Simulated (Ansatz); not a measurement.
H2S3 (`SSS`). The species carries charge 0 and has multiplicity 1. Geometry: relaxed with PBE0-D4/def2-TZVP. It is one conformer, not always the lowest.

```xyz
5

S     0.836    0.929   -1.221
S    -0.961    0.527   -0.330
S    -0.961   -1.443    0.219
H     1.523    1.290   -0.120
H    -0.436   -1.302    1.452
```

(1) What is the dipole moment at ωB97M-V/def2-TZVPP? (Estimate.)

(2) And with PBE, r2SCAN, B3LYP? (An estimate is asked.)

(3) Give the Mulliken charges with ωB97M-V, PBE, r2SCAN in def2-TZVPP. (An estimate is asked.)

Results:

(1) The calculation gave: 1.71 D, with components (0.99, 0.09, 1.39) D in this frame, pointing from negative to positive charge.

(2) The calculation gave: PBE 1.70 D, r2SCAN 1.77 D, B3LYP 1.70 D.

(3) Ansatz gave: 
```tsv
atom	ωB97M-V	PBE	r2SCAN
S1	-0.10	-0.09	-0.08
S2	-0.03	-0.04	-0.04
S3	-0.10	-0.09	-0.08
H4	0.12	0.11	0.10
H5	0.12	0.11	0.10
```

B3LYP here is the variant with VWN-RPA as its local correlation; programs differ in this.
